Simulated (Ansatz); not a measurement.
Cu2Se (F-43m, No. 216), treated with LDA (Ansatz, a program for electronic structure, plane waves, PAW).

Run with plane-wave cutoff 500 eV, 12×12×12 k mesh, Fermi–Dirac smearing 0.05 eV, no spin polarisation, scalar-relativistic PAW data made under PBE.

Computed at the level's own relaxed cell.

Q: Predict the volume per atom and lattice constant a.

A: 
- volume per atom: 14.84 Å³/atom
- lattice constant a: 5.626 Å

Note: the relaxation could not lower the start's symmetry, so the cell can be a saddle point above a distorted one; the volume lies 11 % below that of the published cell.

The computed numbers hold no vibrational or temperature effects.

It cost around 60 core-seconds (rough) of CPU time.
